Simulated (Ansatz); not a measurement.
Total energies of SiS2 from Ansatz at PBE0-D4/def2-TZVP, gas phase (1 Eh = 27.2114 eV = 2625.5 kJ/mol). The reference geometry is relaxed at B3LYP-D4/def2-TZVP.

```xyz
3

Si    0.000    0.000    0.000
S     0.987    0.617   -1.534
S    -0.987   -0.617    1.534
```

```tsv
state	geometry	energy (Eh)
charge 0 singlet	reference	-1085.56104
charge 1 doublet	reference	-1085.18654
charge 0 triplet	relaxed at B3LYP-D4/def2-TZVP	-1085.49765
charge 0 quintet	relaxed at B3LYP-D4/def2-TZVP	-1085.39561
free Si atom (triplet)	–	-289.24943
free S atom (triplet)	–	-397.97371
```

Q: Work out the vertical ionisation energy to the doublet.

A: E(charge 1 doublet) − E(charge 0 singlet) = -1085.18654 − (-1085.56104) = 0.37450 Eh = 10.19 eV. For comparison, −ε of the highest occupied level is 8.12 eV at this level, 2.07 eV less.

Q: Which of the charge 0 states is lowest, and how far above it are the others?

A: The singlet. triplet: -1085.49765 − (-1085.56104) = 0.06339 Eh = 166.4 kJ/mol; quintet: -1085.39561 − (-1085.56104) = 0.16543 Eh = 434.3 kJ/mol.

Q: What is the binding energy per atom against free atoms?

A: Atoms: 1 × (-289.24943) + 2 × (-397.97371) = -1085.19685 Eh. Binding: -1085.19685 − (-1085.56104) = 0.36419 Eh = 9.91 eV, or 3.30 eV for each of 3 atoms (no zero-point energy, no counterpoise term).

The structure comes from a short search, and lower isomers may exist.
